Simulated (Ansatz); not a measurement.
We consider fcc Rh, described by r²SCANh (Ansatz, a program for electronic structure, PAW).

Numerical settings: plane-wave cutoff 520 eV, 14×14×14 k mesh, Fermi–Dirac smearing 0.05 eV, no spin polarisation, scalar-relativistic PAW data made under PBE.

A third-order Birch–Murnaghan fit to the energies gives V0 = 13.547 Å³/atom, B0 = 293 GPa, B′ = 5.2.

| V (Å³/atom) | P (GPa) |
|---|---|
| 12.870 | (withheld) |
| 13.209 | (withheld) |
| 13.573 | -0.56 |
| 13.886 | (withheld) |
| 14.225 | (withheld) |

Estimate the withheld pressures from this fit; the answers are the runs' own values.


- 12.870, P (GPa): 17.18
- 13.209, P (GPa): 7.93
- 13.886, P (GPa): -6.80
- 14.225, P (GPa): -12.62

The formula P = (3/2) B0 (x^(7/3) − x^(5/3)) [1 + (3/4)(B′ − 4)(x^(2/3) − 1)] with x = V0/V meets the computed pressures within 0.03 GPa when these rounded values are put in.

Measured, for comparison: bulk modulus 271 GPa (corrected for temperature and zero-point phonon effects, our sources range from 271 to 289; as tabulated in Levämäki et al. (2014), arXiv:1402.3671); equilibrium volume per atom 13.65 Å³/atom (static lattice: zero-point anharmonic expansion removed; as tabulated in Mejia-Rodriguez and Trickey (2018), arXiv:1807.09216). Computed (rounded) less measured: bulk modulus +8 % (+1 % to +8 % over the range), equilibrium volume per atom -0.7 %.

Computed values are for the static lattice.
